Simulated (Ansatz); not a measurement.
System: corundum (α-Al2O3). Method: RPBE (plane waves, PAW; Ansatz, a first-principles code).

Numerical settings: plane-wave cutoff 520 eV, 8×8×8 k mesh, Fermi–Dirac smearing 0.01 eV, scalar-relativistic PAW data made under PBE.

Shape and atoms are relaxed at each volume.

The direct gap at Γ against volume; x = 100 ln(V/8.954 Å³). One gap is withheld.

```csv
V (Å³/atom),x,gap (eV)
8.596,-4.08,6.172
8.775,-2.02,5.925
8.954,0.00,5.686
9.134,1.99,5.456
9.313,3.93,?
```

Task: Fit a straight line to the rows shown, give the volume deformation potential and predict the withheld gap.

Result: Means of the 4 rows: x̄ = -1.027, ȳ = 5.8098 eV. Σ(x − x̄)(y − ȳ) = -2.4147 and Σ(x − x̄)² = 20.464, so the slope is -0.1180 eV per unit of x, and dE_g/d ln V = -11.8 eV. At x = 3.93: 5.8098 + (-0.1180) × (3.93 − (-1.027)) = 5.225 eV. The run gives 5.233 eV, 0.008 eV above the line, as the curve bends the same way over all rows.

Note: the bulk modulus comes from volumes at which shape and atoms were relaxed.
